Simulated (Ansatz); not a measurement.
hcp Sc

All values below come from RPBE (plane waves, PAW; Ansatz, a quantum-chemistry and plane-wave program).

Numerical settings: plane-wave cutoff 520 eV, 18×18×10 k mesh (along the axes of the cell as run), Fermi–Dirac smearing 0.05 eV, scalar-relativistic PAW data made under PBE.

Cell (relaxed at this level):

```cif
data_Sc2
_chemical_formula_sum 'Sc2'
_space_group_name_H-M_alt 'P 1'
_space_group_IT_number 1
_cell_length_a 3.35840
_cell_length_b 3.35840
_cell_length_c 5.24405
_cell_angle_alpha 90.000
_cell_angle_beta 90.000
_cell_angle_gamma 120.000
loop_
_space_group_symop_operation_xyz
  'x, y, z'
loop_
_atom_site_label
_atom_site_type_symbol
_atom_site_fract_x
_atom_site_fract_y
_atom_site_fract_z
_atom_site_occupancy
Sc1 Sc 0.33333 0.66667 0.25000 1
Sc2 Sc 0.66667 0.33333 0.75000 1
```

```
Item                                           Value
------------------------------------------  --------
bulk modulus B0                             50.5 GPa
band gap                                        none
pressure derivative B′ of the bulk modulus       3.4
```

Measured, for comparison: bulk modulus 55.6 GPa (zero-point energy and finite temperature contributions removed, our sources range from 44.5 to 55.6; as tabulated in doi:10.1021/acs.jctc.3c00612). Computed (rounded) less measured: bulk modulus not scored (sources differ).

Note: the bulk modulus comes from volumes at which shape and atoms were relaxed.

Static lattice: no zero-point or thermal effects.

Computing time: about 3 core-minutes (a rough figure).
